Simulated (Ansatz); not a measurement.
Two shapes of singlet C₂H₂.

Shape 1:

```xyz
4

C    -0.0467   -0.0164   -0.4852
C    -0.0416   -0.0157    0.7991
H    -0.0485   -0.9506   -1.0196
H    -0.0062    0.9891   -1.0037
```

Shape 2:

```xyz
4

C    -0.0825   -0.0496   -0.4961
C    -0.0636   -0.0352    0.8395
H    -0.0738   -0.9706   -0.9814
H    -0.0045    0.9531   -1.0383
```

Basis set: 6-31G (spherical functions). Correlated methods keep 2 orbitals frozen. Charge 0, multiplicity 1.

Computed with Ansatz (development build ahead of 0.2.0); each method stands on the lowest determinant of its kind that the runs found.

(1) Which shape is lower in energy, and by how much in each method?

Answers

(1)

```json
{"method": "RHF", "E(2) − E(1) (eV)": "0.081"}
{"method": "RHF-MP2", "E(2) − E(1) (eV)": "0.006"}
```

Shape 1 is lower.
